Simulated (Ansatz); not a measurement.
Ideal-gas functions of F2H2Si, SMILES `F[SiH2]F` at 298.15 K and 1 bar, from an Ansatz frequency run at PBE0-D4/def2-TZVP.

Molar mass 68.1 g/mol, point group C2v (symmetry number 2), electronic degeneracy 1, moments of inertia 20.606, 65.624, 80.023 u Å². Harmonic wavenumbers (cm⁻¹, unscaled): 316, 709, 729, 872, 901, 981, 984, 2286, 2297.

Use S(trans) = R[1.5 ln M + 2.5 ln T − 1.1517]; rotational temperatures θ = 24.2544 K / I; S(rot) = R[ln(√π/σ · √(T³/θAθBθC)) + 1.5]; for each mode x = 1.438777 ν̃/T, S = R[x/(eˣ − 1) − ln(1 − e⁻ˣ)] and H = RT x/(eˣ − 1); 1 cm⁻¹ = 0.0119627 kJ/mol; R = 8.31446 J/(mol·K).

By hand: the entropy, in J/(mol·K).

Translation 161.5. Rotation: θ = 1.1771, 0.3696, 0.3031 K, giving 90.9. Vibration, mode by mode: 5.57, 1.24, 1.14, 0.65, 0.58, 0.42, 0.42, 0.00, 0.00, in all 10.0. Electronic 0.0. Sum 262.4 J/(mol·K).

By hand: H − E and G − E in kJ/mol, counted from the electronic energy.

Zero-point energy ½ × 10075 × 0.0119627 = 60.3; thermal vibration 2.1; translation, rotation and pV give 4 RT = 9.9. H − E = 72.3 kJ/mol, and G − E = 72.3 − 298.15 × 262.4/1000 = -5.9 kJ/mol.

Vibration gives 4 % of the entropy.
